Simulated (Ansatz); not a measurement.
One elementary step

Start structure (AlNH4, closed shell), relaxed at PBE0-D4/def2-TZVP:

```xyz
6
angstrom
Al -0.4337 0.6293 -0.3194
H 0.3712 1.8360 -0.9544
N 0.4910 -0.7126 0.3616
H 1.4965 -0.7699 0.3773
H -2.0137 0.5477 -0.2553
H 0.0888 -1.5306 0.7901
```

The step: AlNH₄ ([NH2][AlH2]) → AlNH₂ ([NH][AlH]) + H₂; bonds formed: H2–H4; bonds broken: Al1–H2, N3–H4. Ansatz 0.2.0; basis: def2-TZVPP and def2-QZVPP; cores frozen in the correlated methods. Extrapolation: Hartree–Fock as exp(−7.88 √X), correlation as X^−2.97. Energies below are by CCSD(T) at an estimated basis limit (MP2 extrapolated from triple and quadruple zeta, plus CCSD(T) − MP2 in triple zeta).

**Question.** What are the electronic barrier and the energy of the step, from the start structure to the end structure? (An estimate is asked for; the value comes from the calculation.)

**Answer.** Computed: Barrier 72.71 kcal/mol; step energy 67.37 kcal/mol (uphill); reverse barrier, their difference, 5.34 kcal/mol. Barrier and step energy count from the start structure, the reverse barrier from the end structure.

The saddle point: One imaginary mode of 716i cm⁻¹.
```csv
pair,start (Å),saddle (Å),end (Å)
H2–H4,3.14,0.86,0.76
Al1–H2,1.58,1.88,2.30
N3–H4,1.01,1.65,2.34
```

Zero-point energy (harmonic, PBE0-D4): ZPE is 24.35 kcal/mol at the start and 21.15 kcal/mol at the saddle, so the barrier goes from 72.71 to 69.51 kcal/mol.

First-order rate constant out of the start structure at 698 K by transition-state theory, with harmonic vibrational free energies alone and no tunnelling: ΔA‡ = 69.90 kcal/mol, so k = (kB T/h) exp(−ΔA‡/kB T) ≈ 10^-9 s⁻¹ (an order of magnitude at best: rotation, the number of equivalent paths and anharmonicity are left out).

No T1 diagnostic of these runs exceeds 0.028. The T1 diagnostic is large here, which may signal multireference character or strong orbital relaxation, so CCSD(T) is less sure.

Labels in which every atom is bracketed show which atoms are joined, not bond orders.

For scale, one of the runs: CCSD(T)/def2-TZVPP, 129 basis functions, launched by `ansatz run in.yaml --threads 2 --pin off --events-out ev --progress --plain --max-ram 4352MiB`. Hardware: 2 CPU threads of an Intel Xeon Platinum 8488C, shared host. Wall time about 4.1 s.
